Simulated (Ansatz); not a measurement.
The input, for Ansatz 0.2.0:

```yaml
crystal:
  periodic: [false, false, false]
  atoms:
    - {symbol: B, position_ang: [0.000000, 0.000000, 0.571255]}
    - {symbol: N, position_ang: [0.000000, 0.000000, -0.661337]}
    - {symbol: H, position_ang: [0.000000, 0.000000, 1.742910]}
    - {symbol: H, position_ang: [0.000000, 0.000000, -1.652828]}
basis:
  gaussian: {orbitals: 6-31G}
magnetization: {spin_polarized: false, initial_magnetization: 2}
correlation: {method: fci, electrons: outside_noble_gas}
```

```sh
$ ansatz run in.yaml --threads 2 --pin off --events-out ev --progress --plain --max-ram 24576MiB --backend cuda --devices 0, --max-vram 18GiB
```

Log:

```
490 factors; integrals over basis functions are off by at most 9.8e-8 eV
mean field evaluation 1: about -2177.3091 eV, gradient 1.4e1 eV
mean field evaluation 2: about -2177.3122 eV, gradient 1.4e1 eV
mean field evaluation 4: about -2178.0023 eV, gradient 1.5e0 eV
mean field evaluation 8: about -2178.0079 eV, gradient 3.1e-4 eV
mean field evaluation 16: about -2178.6083 eV, gradient 2.2e-2 eV
mean field evaluation 32: about -2172.3292 eV, gradient 8.1e-2 eV
mean field evaluation 64: about -2178.6083 eV, gradient 5.0e-5 eV
mean field evaluation 96: about -2172.4310 eV, gradient 7.8e-1 eV
mean field evaluation 128: about -2178.6113 eV, gradient 1.2e-1 eV
mean field evaluation 160: about -2178.6052 eV, gradient 3.7e-2 eV
mean field -2178.60829594 eV, -80.0623781619 hartree, gradient 1.1e-6 eV, S^2 2.000000; 15 other end points of the search recorded, 0 dependent functions left out
mean field evaluation 192: about -2178.6429 eV, gradient 7.8e-1 eV
determinant -2178.60829594 eV, -80.0623781619 hartree, with singles and doubles -2182.54143727 eV, -80.2069184399 hartree
determinant -2178.00789813 eV, -80.0403139496 hartree, with singles and doubles -2181.75532516 eV, -80.1780293526 hartree
2 core orbitals not correlated: weight in the atoms' cores, before any rotation towards them, 1.000 or more for the frozen orbitals, at most 0.000 for the correlated occupied ones
reference -2178.60829594 eV, -80.0623781619 hartree; 6, 4 occupied and 14, 16 virtual orbitals, 490 factors
state -2183.00322185 eV, -80.2238887103 hartree
Total energy: -2183.00322185 eV, -80.2238887103 hartree
```

Ran on 2 threads of AMD EPYC 7R13 with a shared H100 80 GB, shared host: 25 s wall, 0.78 GiB peak host memory.
